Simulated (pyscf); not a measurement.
**Substitution at Ge: `[SiH3][GeH3]` + `[O]` [triplet] -> `[SiH3]` [doublet] + `[O][GeH3]` [doublet]**

Gas phase, triplet surface, charge 0. Bonds broken: Si1–Ge2. Bonds formed: Ge2–O9. PySCF, gas phase, ωB97X-D3(BJ)/def2-SVP geometries.

Transition state (Å):

```xyz
9

Si    -1.2480    -1.3702    -0.6825
Ge    -0.5281     0.9287    -1.0516
H     -0.6073    -2.2412    -1.7090
H     -2.7325    -1.4520    -0.8103
H     -0.8319    -1.8112     0.6811
H     -1.2290     1.7479     0.0327
H      0.9767     0.6287    -0.8138
H     -1.1393     1.0185    -2.4765
O      0.5028     2.4493    -2.0101
```

One imaginary mode, 531i cm⁻¹; descent along it reached the two sides named.

```tsv
bond	change	reactant side (Å)	saddle	product side
Si1–Ge2	breaks	2.371	2.437	3.3
Ge2–O9	forms	3.4	2.072	1.810
```

Electronic energies relative to the separated reactants (kcal/mol):

```tsv
level	barrier	reaction energy	reverse barrier
ωB97X-D3(BJ)/def2-TZVP	5.6	-9.2	14.8
PBE/def2-TZVP	-10.9	-21.5	10.6
r²SCAN/def2-TZVP	-5.8	-19.2	13.4
B3LYP-D3(BJ)/def2-TZVP	-1.0	-15.8	14.8
PBE0-D3(BJ)/def2-TZVP	0.3	-13.4	13.8
M06-2X/def2-TZVP	2.9	-19.1	22.0
ωB97M-D3(BJ)/def2-TZVP	5.8	-12.8	18.5
HF/def2-TZVP	34.9	+2.0	32.9
```

With ωB97M-D3(BJ)/def2-TZVP energies and thermal terms (ideal gas, 1 atm, RRHO with modes under 100 cm⁻¹ raised to 100, one conformer, R ln 2 for chiral ones without a mode under 150 cm⁻¹), in kcal/mol:

```
T (K)  ΔH‡   ΔG‡     ΔH     ΔG
-----  ---  ----  -----  -----
298    4.8  11.7  -14.0  -16.9
600    4.6  18.9  -14.7  -19.7
900    4.4  26.0  -15.6  -22.0
1200   4.2  33.2  -16.4  -24.0
```

At PBE, r²SCAN, B3LYP-D3(BJ) this geometry lies under the reactants; that is no barrier but a single point on another level's saddle; such a level's own saddle, if it has one, lies nearer that side and is low. SiH₃• + •O–GeH₃ also meet on a surface of lower spin, which isn't treated here. •O–GeH₃ lies 33.1 kcal/mol over its isomer HO–GeH₂• (electronic energy, ωB97M-D3(BJ)/def2-TZVP). This is the saddle that the search found; another between the same sides may lie lower. The angle at the attacked Ge is 155°. Left out: orbital degeneracy and the spin-orbit lowering of O. Elements up to Kr have no core potential and no relativistic terms here.
